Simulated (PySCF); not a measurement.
Species: CH₂FO₂S (charge -1).
SMILES with atom numbers: `[O:1]=[S@@:2]([O-:3])[CH2:4][F:5]`

Cartesian coordinates in Å at the PBE0-D3(BJ)/def2-SVP level; atoms count from 1:
```
atom  x, y, z in Å
O1     1.4289   -1.2188   -0.9781
S2     1.3633   -0.2110    0.1596
O3     1.8193    1.1819   -0.2151
C4    -0.4915    0.0089    0.0818
F5    -1.0158    0.9155    0.9776
H6    -0.6269    0.3633   -0.9557
H7    -0.9748   -0.9737    0.2293
```

Computed, not measured: delta-SCF UKS SCAN, pcX-2 on the ionised atom, pcseg-1 elsewhere, spin-free X2C in PySCF. The ground state was rerun for each ionised atom, in the same mixed basis as its hole state.

```tsv
ionised atom	basis functions	E(ground) (Eh)	binding energy (eV)
C4	115	-688.85121	287.735
O1	115	-688.87835	530.868
O3	115	-688.87869	530.838
F5	115	-688.89519	688.075
S2	126	-689.01214	2474.833
```

Question: Fill in the total energy of each core-ionised state.

Answer: With binding energy = E(ionised) − E(ground) and 27.2114 eV a hartree:

```csv
atom,binding energy (Eh),E(ionised) (Eh)
C4,10.5741,-678.2771
O1,19.5091,-669.3693
O3,19.5079,-669.3708
F5,25.2863,-663.6089
S2,90.9484,-598.0637
```

Question: How much do the ground-state energies differ, and what would follow from using one of them for all holes?

Answer: They run from -689.0121 Eh (core basis on S2) to -688.8512 Eh (on C4), 0.1609 Eh or 4.38 eV apart, though the state is the same; only basis and grid differ. Pairing the ion of C4 with the ground state of S2 would put its binding energy 4.38 eV too high.

The 2 O 1s values lie within 0.03 eV of each other; Gaussian lines of 0.5 eV full width would blend them into one maximum.

Only 1s holes are shown. The species carries charge -1, so core ionisation leaves a neutral species. The basis sets have no added diffuse functions. Geometry: PBE0-D3(BJ)/def2-SVP, one conformer, isolated ion.

Hardware: one thread, x86-64 server, on a shared host. Cost: 31 s of wall time.
